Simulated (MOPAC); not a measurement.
MOPAC input (PM7):

```
PM7 1SCF UHF MS=0.5 GEO-OK AUX(PRECISION=9) THREADS=1
HO

O    -0.00000000 1   -0.00000000 1   -0.10852476 1
H     0.00000000 1    0.00000000 1    0.86819804 1
```

Output:

```
 *******************************************************************************
 **                                                                           **
 **                              MOPAC v23.2.5                                **
 **                                                                           **
 *******************************************************************************
 ** MOPAC's Digital Object Identifier: https://doi.org/10.5281/zenodo.6511958 **
 **                                                                           **
 ** Please cite the open-source release paper for use of this MOPAC version:  **
 ** J. E. Moussa and J. J. P. Stewart (2026)                                  **
 ** MOPAC: An open-source semiempirical molecular orbital program             **
 ** J. Open Source Softw., 11(119), 8025, https://doi.org/10.21105/joss.08025 **
 *******************************************************************************

                              PM7 CALCULATION RESULTS

 *******************************************************************************
 *  PM7        - The PM7 Hamiltonian to be used
 *  GEO-OK     - OVERRIDE INTERATOMIC DISTANCE AND OTHER SAFETY CHECKS
 *  UHF        - UNRESTRICTED HARTREE-FOCK CALCULATION
 *  MS=        - IN MECI, MAGNETIC COMPONENT OF SPIN =  0.5
 *  1SCF       - DO 1 SCF AND THEN STOP
 *  AUX        - OUTPUT AUXILIARY INFORMATION
 *******************************************************************************
PM7 1SCF UHF MS=0.5 GEO-OK AUX(PRECISION=9) THREADS=1
 HO

   ATOM   CHEMICAL          X               Y               Z
  NUMBER   SYMBOL      (ANGSTROMS)     (ANGSTROMS)     (ANGSTROMS)

     1       O         -0.00000000  *  -0.00000000  *  -0.10852476  *
     2       H          0.00000000  *   0.00000000  *   0.86819804  *

          CARTESIAN COORDINATES

    NO.       ATOM           X           Y           Z

     1         O         -0.0000     -0.0000     -0.1085
     2         H          0.0000      0.0000      0.8682

 General Reference for PM7:
 "Optimization of Parameters for Semiempirical Methods VI: More Modifications to the
 NDDO Approximations and Re-optimization of Parameters", J. J. P. Stewart, J. Mol. Mod., 1:32, 19 (2013)
 https://link.springer.com/article/10.1007/s00894-012-1667-x

           Empirical Formula: H O  =     2 atoms

      MOLECULAR POINT GROUP   :   C*v

          UHF CALCULATION, NO. OF ALPHA ELECTRONS =    4
                           NO. OF BETA  ELECTRONS =    3

 -------------------------------------------------------------------------------
 PM7 1SCF UHF MS=0.5 GEO-OK AUX(PRECISION=9) THREADS=1
 HO

     1SCF WAS SPECIFIED, SO BFGS WAS NOT USED
     SCF FIELD WAS ACHIEVED

                              PM7 CALCULATION
                                                       MOPAC v23.2.5 Linux

          FINAL HEAT OF FORMATION =          7.29384 KCAL/MOL =      30.51741 KJ/MOL

          COSMO AREA              =         39.85 SQUARE ANGSTROMS
          COSMO VOLUME            =         23.28 CUBIC ANGSTROMS

          IONIZATION POTENTIAL    =         11.156399 EV
          ALPHA SOMO LUMO (EV)    =        -12.214  4.449
          BETA  SOMO LUMO (EV)    =        -11.156 -1.609
          NO. OF ALPHA ELECTRONS  =          4
          NO. OF BETA  ELECTRONS  =          3
          MOLECULAR WEIGHT        =         17.0073         POINT GROUP:  C*v

          MOLECULAR DIMENSIONS (Angstroms)

            Atom       Atom       Distance
            H     2    O     1     0.97672
            H     2    O     1     0.00000
            O     1    H     2     0.00000

          SCF CALCULATIONS        =          1

   ATOM   CHEMICAL          X               Y               Z
  NUMBER   SYMBOL      (ANGSTROMS)     (ANGSTROMS)     (ANGSTROMS)

     1       O         -0.00000000  *  -0.00000000  *  -0.10852476  *
     2       H          0.00000000  *   0.00000000  *   0.86819804  *

                             CARTESIAN COORDINATES

   1    O       -0.000000000    -0.000000000    -0.108524760
   2    H        0.000000000     0.000000000     0.868198040

           Empirical Formula: H O  =     2 atoms

      MOLECULAR POINT GROUP   :   C*v

          ALPHA EIGENVALUES
 -30.65496 -16.32042 -14.11767 -12.21404   4.44947

           BETA EIGENVALUES
 -26.14516 -15.18167 -11.15640  -1.60851   4.97322

              NET ATOMIC CHARGES AND DIPOLE CONTRIBUTIONS

  ATOM NO.   TYPE          CHARGE      No. of ELECS.   s-Pop       p-Pop
    1          O          -0.252149        6.2521     1.93392     4.31822
    2          H           0.252149        0.7479     0.74785
 DIPOLE           X         Y         Z       TOTAL
 POINT-CHG.     0.000     0.000     1.183     1.183
 HYBRID        -0.000    -0.000     0.220     0.220
 SUM           -0.000    -0.000     1.403     1.403

          ATOMIC ORBITAL ELECTRON POPULATIONS

     Atom    s        px        py        pz
    1  O   1.93392   2.00000   1.00000   1.31822
    2  H   0.74785

                    (SZ)    =    0.500000
                    (S**2)  =    0.753343

          ATOMIC ORBITAL SPIN POPULATIONS

    Atom   Total    s     px     py     pz
         Atomic
    1  O  1.0467  0.015  0.000  1.000  0.032
    2  H -0.0467 -0.047

 **********************
 *                    *
 * JOB ENDED NORMALLY *
 *                    *
 **********************

 == MOPAC DONE ==
```
